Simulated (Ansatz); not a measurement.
Input for Ansatz (development build ahead of 0.2.0):

```yaml
crystal:
  periodic: [false, false, false]
  atoms:
    - { symbol: F, position_ang: [0.0, 0.0, 0.0] }
    - { symbol: H, position_ang: [1.47494, 0.0, 0.85156] }
    - { symbol: H, position_ang: [-1.47494, 0.0, 0.85156] }
basis:
  gaussian: { orbitals: "6-31G" }
magnetization:
  initial_magnetization: 3
hamiltonian:
  xc: hf
correlation:
  method: fci
  frozen_orbitals: { F: 1, H: 0 }
```

The input is written out in the form of the current development build from the run's settings.

Results

* Converged: yes
* Total energy: -100.40312 hartree
* State: lowest quartet root, of any spatial symmetry
